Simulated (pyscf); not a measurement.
Thermochemistry of product channels of `[F][BH][F]` + `[SiH4]` on the singlet surface, in eV, from ωB97M-D3(BJ)/def2-TZVP energies (ideal gas, 1 atm, RRHO with modes under 100 cm⁻¹ raised to 100, one conformer, R ln 2 for rigid chiral ones). PySCF, gas phase, ωB97X-D3(BJ)/def2-SVP geometries.

```
products                           ΔE  ΔH(298 K)  ΔG(298 K)  ΔG(1200 K)
------------------------------  -----  ---------  ---------  ----------
`[F][SiH3]` + `[BH2][F]`        +0.44      +0.46      +0.42       +0.31
`[F][B]([F])[SiH3]` + `[H][H]`  +0.51      +0.42      +0.44       +0.35
```

These are energies of the channels, which say nothing of barriers.
